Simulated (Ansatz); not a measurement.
# C4H4F2: the cost of one run

Computed with Ansatz 0.2.0. Level: RKS B3LYP-D4/def2-SVP.

## 1. Where the work starts

SMILES `C=CC(F)=CF`, 10 atoms, charge 0, spin multiplicity 1.

Atoms are counted from 1 here; the program's logs count them from 0.

Bond lengths: C1–C2 1.351 Å, C1–H7 1.100 Å, C1–H8 1.099 Å, C2–C3 1.449 Å, C2–H9 1.102 Å, C3–F4 1.351 Å, C3–C5 1.356 Å, C5–F6 1.342 Å, C5–H10 1.101 Å. Angles: C2–C1–H7 121.0°, C2–C1–H8 121.0°, H7–C1–H8 117.9°, C1–C2–C3 123.9°, C1–C2–H9 121.2°, C3–C2–H9 115.0°, C2–C3–F4 117.0°, C2–C3–C5 125.9°, F4–C3–C5 117.1°, C3–C5–F6 121.0°, C3–C5–H10 123.9°, F6–C5–H10 115.1°.

Geometry (Å):

```mol
C4H4F2
  3D, bonds by distance, orders not assigned

 10  9  0  0  0  0  0  0  0  0999 V2000
   -0.4872   -1.6998    0.6211 C   0  0
   -0.1260   -0.3975    0.6213 C   0  0
    0.1358    0.3681   -0.5812 C   0  0
    0.0046   -0.2790   -1.7600 F   0  0
    0.4999    1.6738   -0.6304 C   0  0
    0.6529    2.3919    0.4928 F   0  0
   -0.6033   -2.2565   -0.3211 H   0  0
   -0.6743   -2.2361    1.5624 H   0  0
   -0.0096    0.1614    1.5633 H   0  0
    0.6904    2.2225   -1.5654 H   0  0
  1  2  8  0
  1  7  8  0
  1  8  8  0
  2  3  8  0
  2  9  8  0
  3  4  8  0
  3  5  8  0
  5  6  8  0
  5 10  8  0
M  END
```

This geometry comes from a loose relaxation at PBE in a small basis, which is not shown.

## 3. Plan of the scan

First coordinate, dihedral C2–C3–C5–F6: 12 values from −180 to 150 °, periodic. Second coordinate, dihedral H7–C1–C2–C3: 12 values from −180 to 150 °, periodic.

Nothing else is relaxed (all other coordinates rigid). Energies count from the relaxed molecule at the same level. Points are written as (first, second).

(The set-up runs are not shown.)

## 4. Grid point (0°, −120°)

input.yaml

```yaml
crystal:
  periodic: [false, false, false]
  atoms:
    - { symbol: C, position_ang: [-0.484031, -1.689219, 0.617622] }
    - { symbol: C, position_ang: [-0.125793, -0.396426, 0.623195] }
    - { symbol: C, position_ang: [1.072297, 0.104, 1.271107] }
    - { symbol: F, position_ang: [1.846229, -0.804538, 1.892033] }
    - { symbol: C, position_ang: [1.47674, 1.384121, 1.307173] }
    - { symbol: F, position_ang: [0.762909, 2.347081, 0.713846] }
    - { symbol: H, position_ang: [-0.598769, -2.241581, -0.317966] }
    - { symbol: H, position_ang: [-0.670964, -2.224917, 1.5506] }
    - { symbol: H, position_ang: [-0.736078, 0.362188, 0.126342] }
    - { symbol: H, position_ang: [2.386617, 1.723929, 1.805957] }
basis:
  gaussian: { orbitals: def2-SVP }
hamiltonian:
  xc: { name: B3LYP }
  dispersion: d4
output:
  forces: true
```

Run with:

```bash
ansatz run input.yaml --threads 1 --pin off --max-ram 2560MiB --backend cpu --events-out ev --progress --plain --runs-dir out
```

What time and memory should one allow on 1 thread of Arm Neoverse V1, shared host?

About 4.5 s, with a peak of 0.19 GiB.
